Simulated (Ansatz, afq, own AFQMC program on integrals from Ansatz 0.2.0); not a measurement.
AFQMC on a folder of integrals that Ansatz 0.2.0 wrote.

```yaml
crystal:
  periodic: [false, false, false]
  atoms:
    - {symbol: O, position_ang: [0.000000, 0.000000, 0.000000]}
    - {symbol: H, position_ang: [0.000000, 0.000000, 2.585000]}
basis:
  gaussian: {orbitals: cc-pVDZ}
magnetization: {spin_polarized: true, initial_magnetization: 1}
correlation: {method: ccsd_t, electrons: outside_noble_gas, hamiltonian_folder: ham}
```

```sh
$ ansatz run in.yaml --threads 1 --pin off --events-out ev --progress --plain --max-ram 24576MiB --backend cuda --devices 0, --max-vram 18GiB
```

Options of the walk:

```
--method phaseless --trial hf --walkers 4000 --populations 20 --least-time 40 --time-step 0.005 --steps-per-block 20 --equilibration-blocks 160 --max-blocks 4000 --target-error 0.0016 --factor-cut 1e-05 --start spin_pure --seed 6142 --taylor-order 6
```

Times are imaginary, in 1/Eh. The walk had a cap of 49 s. With eight or more populations the least sampling time is a fifth of least-time, and the error comes from their spread.

afq prints:

```
orbitals 18  electrons 4 3  factors 94 of 172
reference energy -75.29162815 Eh
CCSD correlation -0.11774393 Eh in 16 cycles, weight of the determinant in the CISD state 0.9688
energy of the start -75.293924 Eh
 block  time / (1/Eh)  mean weight  energy / Eh
     1     0.100  1.0011  -75.335775
     2     0.200  1.0009  -75.362891
     3     0.300  1.0008  -75.381371
     4     0.400  1.0010  -75.391388
     5     0.500  1.0008  -75.399360
     8     0.800  1.0004  -75.407606
    13     1.300  1.0000  -75.415794
    31     3.100  1.0000  -75.415767
    49     4.900  0.9998  -75.416421
    67     6.700  0.9998  -75.411735
    85     8.500  1.0002  -75.413873
   103    10.300  1.0003  -75.413286
   121    12.100  0.9997  -75.409672
   139    13.900  1.0003  -75.412941
   157    15.700  1.0004  -75.412766
   175    17.500  1.0000  -75.412112
   193    19.300  0.9999  -75.411678
   205    20.500  0.9998  -75.408466
   211    21.100  1.0003  -75.412682
   229    22.900  1.0002  -75.408849
   235    23.500  1.0000  -75.411974
error from the spread of 20 populations
energy -75.410869 +/- 0.000443 Eh
(rows thinned)
```

The run passed its tests (sampling time, drift between the halves within three errors, error under three times the target), which doesn't prove that it has relaxed. The second half of the sampling lies above the first by 1.7 errors of their difference, so the energy may still be moving and its error bar be too small.

Against this walk (error 12.1 meV) on the same determinant: CCSD(T) 17.9 meV higher (within the noise), CCSDT(Q) 19.8 meV lower (within the noise), CCSDTQ 20.3 meV lower (within the noise), full CI 20.9 meV lower (within the noise), a separate phaseless walk with a CISD trial and standard settings 19.6 ± 12.2 meV lower (within the noise). The error is statistical and leaves out the bias of the constraint. The determinant has ⟨S²⟩ = 1.74, so the low cluster orders mix in higher spin, while the walk starts as a pure doublet. The determinant is a poor start (see the cautions), so the low cluster orders aren't to be relied on, and full CI is the sure value.

Cautions: constraint bias not in the error; unrestricted determinant spin contaminated (⟨S²⟩ 1.74 against 0.75); the next higher spin lies close (full CI puts it 66 meV above).

The walk took 18 s on 1 × NVIDIA H100 80GB HBM3 with 2 threads of AMD EPYC 7R13 Processor (Zen 3), with other jobs on the host (the card was shared). The log's last line is the phaseless energy.

CCSDT and higher add their correlation energy to the determinant of the CCSD(T) run, since their own runs factorise the integrals more tightly (a shift of under 2 meV). A walk keeps the symmetry of its determinant, which the program's search chose and which needn't be the lowest solution, so a lower state of the same spin and another symmetry isn't excluded.
